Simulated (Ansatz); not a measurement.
```yaml
crystal:
  periodic: [false, false, false]
  atoms:
    - {symbol: Hf, position_ang: [-0.346747, -0.068749, -0.000360]}
    - {symbol: C, position_ang: [1.982350, -0.187278, 0.004107]}
    - {symbol: O, position_ang: [2.380176, 0.907556, 0.000934]}
basis:
  gaussian: {orbitals: def2-TZVP}
hamiltonian: {xc: pbe0}
relax: {f_tol: 0.004, max_steps: 80}
```

```sh
$ ansatz run in.yaml --threads 1 --pin off --events-out ev --progress --plain --max-ram 2176MiB
```

Steps of the relaxation (energy above the last step; positions in Å, forces in eV/Å):

```
3
step 1, 1219.9 meV
Hf   -0.347   -0.069    0.000    0.916   -0.677    0.004
C     1.982   -0.187    0.004   -1.940    1.547   -0.009
O     2.380    0.908    0.001    1.024   -0.870    0.005
```

```
3
step 2, 655.3 meV
Hf   -0.335   -0.145    0.000    0.770   -0.501    0.003
C     1.815   -0.087    0.003    0.685    4.020   -0.013
O     2.536    0.884    0.001   -1.455   -3.519    0.010
```

```
3
step 3, 409.7 meV
Hf   -0.271   -0.203    0.000   -2.165   -0.639   -0.002
C     1.673    0.048    0.003    4.197    3.019   -0.003
O     2.614    0.807    0.002   -2.032   -2.380    0.005
```

```
3
step 7, 0.0 meV
Hf   -0.354   -0.326    0.001    0.000    0.000    0.000
C     1.633    0.312    0.002    0.000    0.000    0.000
O     2.737    0.666    0.002    0.000    0.000    0.000
```

Close pairs at the end: C2–O3 1.160 Å, Hf1–C2 2.086 Å, Hf1–O3 3.246 Å.

A stationary point of restricted PBE0 after 7 steps (its stability towards spin polarisation wasn't tested); no frequencies were run, so it isn't proven a minimum. 34 s on 1 thread of Intel Xeon 6975P-C, shared host.
